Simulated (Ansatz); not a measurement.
System: C$_{4}$H$_{7}$, net charge 0, doublet state. It need not be the lowest isomer of its formula. SMILES: [CH]=C(C)C
Geometry: optimised at B3LYP-D3(BJ)/def2-TZVP (Ansatz, a quantum-chemistry and plane-wave program).

Parts of the frozen-core correlation energy in cc-pVDZ (Ansatz, hartree). Frozen orbitals: 4; correlated occupied orbitals by spin: 12 and 11; virtual: 75 and 76. Open shells are spin-unrestricted. No spin-orbit coupling. No relativistic terms.

```
term                            value
-------------------------  ----------
reference (HF)             -155.48016
MP2 opposite-spin            -0.39523
MP2 same-spin                -0.12155
CCSD correlation             -0.57844
(T)                          -0.01875
T1 diagnostic                   0.028
largest doubles amplitude       0.098
<S^2> of the reference          0.927
```
